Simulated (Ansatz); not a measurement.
## Structure relaxation of LiY

The calculation used DFT PBE, scalar-relativistic, plane waves, PAW in Ansatz.

The start puts LiY on the caesium chloride structure type (Pm-3m, No. 221), with Li in place of Cs, Y in place of Cl, at a guessed volume.

Input of the last, converged step (default PAW datasets):

```yaml
crystal:
  lattice:
    - [3.7179228284, 0.0, 0.0]
    - [0.0, 3.7179228284, 0.0]
    - [0.0, 0.0, 3.7179228284]
  atoms:
    - { symbol: Li, position: [0.0, 0.0, 0.0] }
    - { symbol: "Y", position: [0.5, 0.5, 0.5] }
basis:
  ecutwfc: 420
kpoints:
  mp_grid: { grid: [16, 16, 16] }
hamiltonian:
  xc: pbe
scf:
  occupations: { method: gaussian, width: 0.1 }
output:
  forces: true
  stress: true
  eigenvalues: true
relax:
  adjacent_minimum: "off"
  f_tol: 0.01
  max_steps: 80
  cell: { stress_tol: 0.05 }
```

Launched as:

```bash
ansatz run input.yaml --threads 1 --pin off --max-ram 2560MiB --backend cpu --events-out ev --progress --plain --runs-dir out
```

It took 8.4 s on 1 thread of Intel(R) Xeon(R) 6975P-C (Granite Rapids) (shared host), peak memory 0.44 GiB.

End of the output:

```
SCF converged after 4 iterations
Free energy (F): -4053.102081 eV
Harris-Foulkes:  -4053.102081 eV  (|F-HF|=1.07e-10)
Internal energy: -4053.088048 eV  (E = F + TS)
E sigma→0 (E₀):  -4053.095065 eV
Entropy (-TS):   -0.014033 eV (-7.017 meV/atom)
Fermi energy:    6.347142 eV
--- Per-component energies (eV) ---
  E_band       = -231.443299
  E_kinetic    = 324.864666
  E_local      = -805.018369  (includes V_loc(G=0)·N_el)
  E_nonlocal   = 16.835630
  E_hartree    = 254.295759
  E_xc         = -182.605226
  E_vxc        = -210.934554  (∫ρ·V_xc dr)
  E_paw        = -2846.326278  (= ΣΔE_a)
  E_vpaw       = -65.782220  (= ΣTr[D̂ρ^β])
  E_aug_tail   = 0.000027  (compensation charges beyond the density's cutoff)
  E_ewald      = -815.134257
  E_smearing   = -0.014033  (= −TS)
  E_closure    = 0.000000  (closes the sum)
  Σ components = -4053.102081   (vs F -4053.102081, Δ=0.00e0)
--- Forces (eV/Å), atoms counted from 1 ---
  atom   1  Li     0.00000000     0.00000000     0.00000000
  atom   2  Y      0.00000000     0.00000000     0.00000000
  max |Σ_I F_I| component: 2.64e-30 eV/Å
--- Stress (GPa, compression-positive) ---
       -0.026093       0.000000       0.000000
        0.000000      -0.026093       0.000000
        0.000000       0.000000      -0.026093
  P = ⅓ Tr σ = -0.0261 GPa (-0.261 kbar)
--- Relaxed structure (2 steps of the walk, 2 accepted, 1 SCFs on fresh bases) ---
  F+E_penalty+E_count = -4053.10208119 eV   max|allowed force component| = 1.309e-30 eV/Å   (the final SCF, on the basis selected at the relaxed cell)
  cell:  # Å, volume = 51.7041 Å³
    - [3.725418, 0.000000, 0.000000]
    - [0.000000, 3.725418, 0.0]
    - [0.000000, 0.0, 3.725418]
  atoms:
    - { symbol: Li, position: [0.000000, 0.000000, 0.000000] }
    - { symbol: Y, position: [0.5, 0.5, 0.5] }
```

Absolute energies hang on the potentials; compare differences alone.

The result has space group Pm-3m (No. 221). Li has 8 Y at 3.23 Å and 6 Li at 3.73 Å; around Y lie 8 Li at 3.23 Å and 6 Y at 3.73 Å.

Against the elements it lies at 0.13 eV/atom. Energies over the elements count from the elements' standard structures at the same level, with no empirical corrections.

For metals, differences of a few meV/atom aren't resolved.

Symmetry constrained the relaxation, so the result can be a saddle point.